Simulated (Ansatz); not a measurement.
Input file:

```yaml
crystal:
  periodic: [false, false, false]
  atoms:
    - {symbol: B, position_ang: [-0.228625, 0.000017, 0.177213]}
    - {symbol: H, position_ang: [0.619732, 1.072784, -1.973856]}
    - {symbol: H, position_ang: [1.212890, -0.000095, 2.046957]}
    - {symbol: H, position_ang: [0.619567, -1.072876, -1.973858]}
basis:
  gaussian: {orbitals: def2-SVP}
magnetization: {spin_polarized: true, initial_magnetization: 2}
correlation: {method: mp2, electrons: outside_noble_gas}
accuracy: high
scf: {lower_state_search: off}
```

```sh
$ ansatz run in.yaml --threads 1 --pin off --events-out ev --progress --plain --max-ram 2393MiB
```

Log:

```
these checks for a lower state are left out or cut short: stability, starts, cluster_reference, orbital_swaps, neighbouring_geometries, increment
582 factors; integrals over basis functions are off by at most 3.3e-9 eV
mean field evaluation 1: about -704.4608 eV, gradient 8.3e0 eV
mean field evaluation 2: about -704.4648 eV, gradient 8.3e0 eV
mean field evaluation 4: about -706.4931 eV, gradient 3.4e0 eV
mean field evaluation 8: about -707.5776 eV, gradient 2.2e-1 eV
mean field evaluation 16: about -707.5901 eV, gradient 6.8e-7 eV
mean field -707.59005361 eV, -26.0034548485 hartree, gradient 2.1e-8 eV, S^2 2.804065; 0 other end points of the search recorded, 0 dependent functions left out
1 core orbitals not correlated: weight in the atoms' cores, before any rotation towards them, 1.000 or more for the frozen orbitals, at most 0.000 for the correlated occupied ones
reference -707.59005361 eV, -26.0034548485 hartree; 4, 2 occupied and 24, 26 virtual orbitals, 582 factors
second order -1.10201788 eV of doubles, -0.00000000 eV of singles
Total energy: -708.69207149 eV, -26.0439532584 hartree
Checks for a lower state left out: stability, starts, cluster_reference, orbital_swaps, neighbouring_geometries, increment
```

Ran on 1 thread of Arm Neoverse V2, shared host: 0.12 s wall, 0.17 GiB peak host memory.
